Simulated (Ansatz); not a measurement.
C₃H₃ClS, SMILES ClC=C1CS1, harmonic frequencies at the relaxed geometry

With the Python package of Ansatz (0.2.0).

At the Python prompt:
```pycon
>>> import itertools
>>> import ansatz as az
>>> from ase.data import atomic_numbers, covalent_radii
>>> import numpy as np
>>> SETTINGS = {
...     "basis_set": "def2-SVP",
...     "functional": "hf",
... }
>>> system = (
...     az.Crystal.molecule()
...     .atom("Cl", (-0.9183, -0.3599, 2.2883))
...     .atom("C", (-0.4273, 0.737, 1.0422))
...     .atom("C", (0.0104, 0.3094, -0.1185))
...     .atom("C", (0.4238, -0.7905, -0.9165))
...     .atom("S", (0.653, 0.8839, -1.5416))
...     .atom("H", (-0.5076, 1.7998, 1.3118))
...     .atom("H", (1.2801, -1.3493, -0.6982))
...     .atom("H", (-0.4219, -1.2874, -1.4234))
... )
>>> base = system.calculation()
>>> base = base.basis(gaussian=SETTINGS["basis_set"])
>>> base = base.functional(SETTINGS["functional"])
>>> symbols = [site.symbol for site in system.cartesian_sites]
>>> start = np.array([site.position_ang for site in system.cartesian_sites], dtype=float)
>>> summary = base.relax(force_tolerance=0.003).run().report
>>> end = np.array(summary["positions_ang"])
>>> # pairs closer than 1.2 times the sum of covalent radii, before or after
>>> radius = [covalent_radii[atomic_numbers[s]] for s in symbols]
>>> span = lambda where, i, j: np.linalg.norm(where[i] - where[j])
>>> bonded = [(i, j) for i, j in itertools.combinations(range(len(symbols)), 2) if min(span(start, i, j), span(end, i, j)) < 1.2 * (radius[i] + radius[j])]
>>> print("pair        before    after (A)")
pair        before    after (A)
>>> for i, j in bonded:
...     print(f"{symbols[i]}{i}-{symbols[j]}{j}".ljust(10), f"{span(start, i, j):8.4f} {span(end, i, j):8.4f}")
...
Cl0-C1       1.7312   1.7372
C1-C2        1.3121   1.3092
C1-H5        1.0994   1.0786
C2-C3        1.4204   1.4468
C2-S4        1.6638   1.7363
C3-S4        1.8019   1.8377
C3-H6        1.0455   1.0839
C3-H7        1.1041   1.0839
>>> # same settings at the minimum
>>> minimum = az.Crystal.molecule()
>>> for symbol, place in zip(symbols, end):
...     minimum = minimum.atom(symbol, place.tolist())
...
>>> vibrating = (
...     minimum.calculation()
...     .basis(gaussian=SETTINGS["basis_set"])
...     .functional(SETTINGS["functional"])
...     .phonons(temperatures=(298.15, 498.15, 100))
... )
>>> vib = vibrating.run().report["vibrations"]
>>> sums = vib["harmonic_sums"]
>>> modes = [m["omega_inv_cm"] for m in sums["modes_at_gamma"] if m["rigid_motion"] == "no"]
>>> print("frequencies (1/cm):", " ".join(f"{w:.0f}" for w in modes))
frequencies (1/cm): 176 203 380 418 659 846 865 912 978 1074 1114 1178 1390 1570 1953 3282 3388 3407
>>> print("imaginary modes:", sum(w < 0 for w in modes), " zero-point energy:", round(sums["zero_point_energy_ev"], 4), "eV")
imaginary modes: 0  zero-point energy: 1.4749 eV
>>> print("T (K)   F_vib (eV)   S_vib (meV/K)   C_vib (meV/K)")
T (K)   F_vib (eV)   S_vib (meV/K)   C_vib (meV/K)
>>> for row in zip(sums["temperatures_k"], sums["vibrational_free_energy_ev"], vib["entropy_ev_per_k"], vib["heat_capacity_ev_per_k"]):
...     print(f"{row[0]:6.1f} {row[1]:11.4f} {1000 * row[2]:13.4f} {1000 * row[3]:15.4f}")
...
 298.1      1.4375        0.3272          0.4575
 398.1      1.3970        0.4829          0.6234
 498.1      1.3409        0.6380          0.7608
```

The frequencies are harmonic and unscaled, in a modest basis. Run time: 87 s on 1 thread of Arm Neoverse V1 (shared host), peak memory 0.26 GiB.
